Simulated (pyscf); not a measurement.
Elementary routes open to `[SiH2][SH]` [doublet] + `[H][H]` in the gas phase (doublet surface):
A. `[SH2]` + `[SiH3]` [doublet] (S–Si, H–H broken; H–S, H–Si formed)
B. `[SiH3][SH]` + `[H]` [doublet] (H–H broken; H–Si formed)

PySCF, gas phase, ωB97X-D3(BJ)/def2-SVP geometries.

**Question.** Rank the routes by free-energy barrier at 298 K, lowest first, for ωB97M-D3(BJ)/def2-TZVP energies (ideal gas, 1 atm, RRHO with modes under 100 cm⁻¹ raised to 100, one conformer, R ln 2 for chiral ones without a mode under 150 cm⁻¹).

**Answer.** B (97.5 kJ/mol), A (225.2 kJ/mol)

Route B is the fastest of these, ahead of the next by 127.8 kJ/mol. The most stable products are those of A (ΔG = +39.8 kJ/mol), whose barrier is 127.8 kJ/mol higher: the kinetic and the thermodynamic product differ. At 1200 K B is still the fastest. Only these routes are compared; each barrier is that of the saddle found, and lower ones may exist.
